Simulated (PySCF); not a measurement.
Compound: 2-methylbutylamine, C5H13N.
Z-matrix (Å and degrees, PBE0-D3(BJ)/def2-SVP geometry), rows numbered from 1:
```
C 
C   1  1.5218
C   2  1.5307  1  115.45
C   3  1.5234  2  111.32  1   166.80
C   3  1.5293  2  112.04  1   -68.51
N   5  1.4509  3  111.48  2   173.72
H   1  1.1021  2  111.08  3   -57.54
H   1  1.1006  2  111.19  3  -177.14
H   1  1.1006  2  112.37  3    62.77
H   2  1.1033  1  108.84  3   121.75
H   2  1.1056  1  109.88  3  -123.31
H   3  1.1088  2  107.41  1    48.76
H   4  1.1010  3  111.48  2   -63.24
H   4  1.0987  3  110.38  2   175.50
H   4  1.1032  3  110.48  2    56.40
H   5  1.1097  3  109.15  2    47.30
H   5  1.1051  3  108.08  2   -67.52
H   6  1.0170  5  110.76  3   174.99
H   6  1.0187  5  110.05  3   -67.74
```

Theory: PBE0-D3(BJ)/def2-SVP geometry optimisation, gas phase in PySCF.

Take the most abundant isotopes and a rigid rotor. The values belong to one conformer with, in the numbering `[CH3:1][CH2:2][C@@H:3]([CH3:4])[CH2:5][NH2:6]`, C1–C2–C3–C4 167°, C2–C3–C5–N6 174°, C3–C5–N6–H 175° and -68°.

Question: Give the principal moments of inertia and the rotational constants in MHz.

Answer: Ia = 104.79, Ib = 223.81, Ic = 298.57 u·Å²; 505379 MHz·u·Å²/I gives A = 4823, B = 2258, C = 1693 MHz.

Question: Classify the top.

Answer: An asymmetric top: κ = (2 × 2258 − 4823 − 1693)/(4823 − 1693) = -0.64.

Question: What does the inertial defect say?

Answer: Not planar: Δ = Ic − Ia − Ib = -30.03 u·Å². For a rigid frame Δ = −2 Σ m c², so Σ m c² = 15.01 u·Å² lies off the ab plane: 10.70 from hydrogen and 4.32 from heavier atoms. The atom farthest from that plane is 1.48 Å away.

Question: Give the other two planar moments, Paa and Pbb, and the rms extents of the mass along the axes.

Answer: Paa = Σ m a² = (Ib + Ic − Ia)/2 = 208.80 and Pbb = Σ m b² = (Ia + Ic − Ib)/2 = 89.78 u·Å². With the mass M = 87.10 u, the rms extents √(P/M) along a, b and c are 1.55, 1.02, 0.42 Å.

Question: List the rotational levels J(Ka,Kc) to J = 5 (MHz).

Answer: Above 0(0,0):
J = 1: 1(0,1) 3951, 1(1,1) 6515, 1(1,0) 7081
J = 2: 2(0,2) 11768, 2(1,2) 13851, 2(1,1) 15548, 2(2,1) 23242, 2(2,0) 23325
J = 3: 3(0,3) 23298, 3(1,3) 24806, 3(1,2) 28191, 3(2,2) 35094, 3(2,1) 35500, 3(3,1) 49380, 3(3,0) 49388
J = 4: 4(0,4) 38355, 4(1,4) 39332, 4(1,3) 44932, 4(2,3) 50831, 4(2,2) 51982, 4(3,2) 65329, 4(3,1) 65383, 4(4,1) 85131, 4(4,0) 85132
J = 5: 5(0,5) 56804, 5(1,5) 57378, 5(1,4) 65648, 5(2,4) 70399, 5(2,3) 72850, 5(3,3) 85297, 5(3,2) 85508, 5(4,2) 105070, 5(4,1) 105076, 5(5,1) 130526, 5(5,0) 130526
The levels of one J sum to (2J + 1)J(J + 1)(A + B + C)/3.

Question: Predict some low-J microwave lines.

Answer: The dipole components are |μa| = 0.23 D, |μb| = 1.33 D, |μc| = 0.17 D. The squared components, which scale the intensities, stand as 0.03 : 1.00 : 0.02 (a : b : c). Some lines, for components of 0.1 D or more:

| type | branch | J(Ka,Kc) | MHz | lower level (cm⁻¹) |
| --- | --- | --- | --- | --- |
| a | Q | 3(2,1) ← 3(2,2) | 406 | 1.171 |
| c | Q | 1(1,1) ← 1(0,1) | 2565 | 0.132 |
| b | R | 2(0,2) ← 1(1,1) | 5253 | 0.217 |
| b | Q | 4(1,3) ← 4(0,4) | 6577 | 1.279 |
| c | Q | 3(2,2) ← 3(1,2) | 6903 | 0.940 |
| c | R | 1(1,0) ← 0(0,0) | 7081 | 0.000 |
| b | Q | 3(2,1) ← 3(1,2) | 7309 | 0.940 |
| a | R | 2(1,2) ← 1(1,1) | 7336 | 0.217 |
| a | R | 3(1,3) ← 2(1,2) | 10955 | 0.462 |
| c | R | 2(1,1) ← 1(0,1) | 11597 | 0.132 |
| a | R | 3(2,1) ← 2(2,0) | 12175 | 0.778 |
| a | R | 3(1,2) ← 2(1,1) | 12643 | 0.519 |
| c | Q | 3(3,1) ← 3(2,1) | 13880 | 1.184 |
| b | R | 4(1,4) ← 3(0,3) | 16035 | 0.777 |
| b | R | 2(2,1) ← 1(1,0) | 16161 | 0.236 |
| c | R | 3(2,1) ← 2(1,1) | 19953 | 0.519 |
| b | R | 3(3,1) ← 2(2,0) | 26055 | 0.778 |
| b | R | 4(4,1) ← 3(3,0) | 35744 | 1.647 |

Question: Estimate the classical rotational partition function at 10 K, 100 K and 298.15 K.

Answer: Point group C1, symmetry number σ = 1; q = (√π/σ)·√((kT/h)³/(ABC)), k/h = 20836.6 MHz/K: 1240 at 10 K, 39300 at 100 K, 202000 at 298.15 K.

No frequency check. These are rigid-rotor constants of the computed structure; measured ground-state constants (B0) also hold zero-point vibration. A rigid rotor knows nothing of inversion at nitrogen or internal rotation, which can split or shift real lines. Quadrupole hyperfine structure (14N) is left out.

Hardware: one thread, Arm Neoverse V2 (aarch64), shared host with 32 logical CPUs at a one-minute load of 12. Cost: 30 s wall, 0.85 GiB resident at most. These figures are those of the optimisation.
